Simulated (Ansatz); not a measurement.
Geometry optimisation, UKS r2SCAN-D4/def2-SVP (Ansatz 0.2.0).

The input (input.yaml):

```yaml
crystal:
  periodic: [false, false, false]
  atoms:
    - { symbol: Si, position_ang: [-0.209573, -0.363176, -0.250918] }
    - { symbol: H, position_ang: [0.014792, 0.024683, 2.374107] }
    - { symbol: H, position_ang: [1.280572, -0.247034, -0.174201] }
    - { symbol: H, position_ang: [-0.854357, 0.98531, -0.175025] }
    - { symbol: F, position_ang: [-0.600086, -1.040637, -1.682548] }
    - { symbol: H, position_ang: [0.308853, 0.534853, 2.786686] }
magnetization:
  spin_polarized: true
  initial_magnetization: 1
basis:
  gaussian: { orbitals: def2-SVP }
hamiltonian:
  xc: r2scan
  dispersion: d4
relax:
  f_tol: 0.03
  max_steps: 50
```

Run as:

```bash
$ ansatz run input.yaml --threads 1 --pin off --max-ram 2048MiB --backend cpu --events-out ev --progress --plain --runs-dir out
```

Q: Where does it end, and by what steps?

A: The run converged. The force dipped under the threshold on the way, but the program's further checks kept it going. After 15 steps the energy has fallen by 0.055 eV; H2 moved furthest, 0.37 Å.

```json
{"step": "0", "energy less start (eV)": "0.0000", "largest force component (eV/Å)": "1.217", "accepted": "yes"}
{"step": "1", "energy less start (eV)": "-0.0378", "largest force component (eV/Å)": "0.612", "accepted": "yes"}
{"step": "2", "energy less start (eV)": "-0.0459", "largest force component (eV/Å)": "0.098", "accepted": "yes"}
{"step": "3", "energy less start (eV)": "-0.0423", "largest force component (eV/Å)": "0.253", "accepted": "no"}
{"step": "4", "energy less start (eV)": "-0.0466", "largest force component (eV/Å)": "0.043", "accepted": "yes"}
{"step": "5", "energy less start (eV)": "-0.0494", "largest force component (eV/Å)": "0.031", "accepted": "yes"}
{"step": "6", "energy less start (eV)": "-0.0198", "largest force component (eV/Å)": "1.192", "accepted": "no"}
{"step": "7", "energy less start (eV)": "-0.0519", "largest force component (eV/Å)": "0.028", "accepted": "yes"}
{"step": "8", "energy less start (eV)": "-0.0489", "largest force component (eV/Å)": "0.471", "accepted": "no"}
{"step": "9", "energy less start (eV)": "-0.0526", "largest force component (eV/Å)": "0.079", "accepted": "yes"}
{"step": "10", "energy less start (eV)": "-0.0533", "largest force component (eV/Å)": "0.101", "accepted": "yes"}
{"step": "11", "energy less start (eV)": "-0.0543", "largest force component (eV/Å)": "0.017", "accepted": "yes"}
{"step": "12", "energy less start (eV)": "-0.0534", "largest force component (eV/Å)": "0.240", "accepted": "no"}
{"step": "13", "energy less start (eV)": "-0.0546", "largest force component (eV/Å)": "0.050", "accepted": "yes"}
{"step": "14", "energy less start (eV)": "-0.0548", "largest force component (eV/Å)": "0.055", "accepted": "yes"}
{"step": "15", "energy less start (eV)": "-0.0548", "largest force component (eV/Å)": "0.012", "accepted": "yes"}
```

```xyz
6
Properties=species:S:1:pos:R:3
Si -0.258 -0.448 -0.339
H 0.016 0.028 2.746
H 1.216 -0.360 -0.099
H -0.920 0.873 -0.099
F -0.499 -0.865 -1.898
H 0.385 0.667 2.567
```

Whether the end is a true minimum wasn't checked by a vibrational analysis.

The run took 50 s on 1 thread of Arm Neoverse V1, with other jobs on the host, peak memory 0.14 GiB.
